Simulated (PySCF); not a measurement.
Compound: C₃H₃ClO.
SMILES: `O=C=CCCl`

Computed with MP2 and CCSD/aug-cc-pVDZ in PySCF, restricted Hartree–Fock reference, frozen core, non-relativistic, gas phase, PBE0-D3(BJ)/def2-SVP geometry.

E(HF) = -649.70978 Eh.

**Question.** How large is the problem?

**Answer.** 146 basis functions and 46 electrons; 9 orbitals frozen, which leaves o = 14 correlated occupied and v = 123 virtual orbitals. That is o·v = 1722 singles and o·v(o·v + 1)/2 = 1483503 distinct closed-shell doubles amplitudes before symmetry; the costliest CCSD step grows as o²v⁴ = 4.5 × 10^10.

**Question.** What are the MP2 and CCSD correlation energies?

**Answer.** MP2 -0.7439 Eh and CCSD -0.7751 Eh, which gives totals of -650.45368 and -650.48492 Eh. That is 0.753 eV for each correlated electron at CCSD (2035 kJ/mol in all, 0.119 % of the total energy); MP2 gives 96.0 % of the CCSD value.

**Question.** What is the T1 diagnostic?

**Answer.** 0.0146, below the customary warning level of 0.02. It is the norm of the spatial-orbital singles amplitudes over the root of the number of correlated electrons, so the norm is 0.077.

**Question.** How does correlation change the dipole moment?

**Answer.** HF gives 2.09 D and CCSD (unrelaxed density) 1.81 D, a change of -0.28 D; the two vectors are 10° apart.

Connected triples and the basis-set limit are missing.

Conformer computed: `[O:1]=[C:2]=[CH:3][CH2:4][Cl:5]`: C2–C3–C4–Cl5 100°.

One conformer stands for the species.
